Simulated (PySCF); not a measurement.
# Gas-phase thermal properties of SiCl3F

Method: PySCF energies (xtb for GFN2) plus ideal-gas RRHO corrections (1 bar). 6-31G* has spherical d functions here. All species are closed-shell singlets. B3LYP is the form with VWN-RPA correlation. The harmonic model lacks anharmonicity and excited electronic states, which grow with temperature; levels with a mode under 35 cm⁻¹ are left out.

```tsv
level	point group	σ	ZPE (kJ/mol)	S°298 (J/mol/K)	Cp298 (J/mol/K)	S°1000 (J/mol/K)	H1000 − H298 (kJ/mol)
B3LYP/6-31G*	C3v	3	22.5	332.2	86.6	451.0	70.1
GFN2-xTB	C3v	3	19.2	343.5	90.4	464.8	71.3
HF/6-31G*	C3v	3	24.2	327.7	84.6	445.1	69.5
PBE/def2-SVP	C3v	3	21.9	334.6	87.2	453.8	70.3
PBE0/def2-TZVP	C3v	3	22.7	331.6	86.3	450.2	70.0
```
σ: rotational symmetry number. Electronic degeneracy used: 1. Frequencies are unscaled.
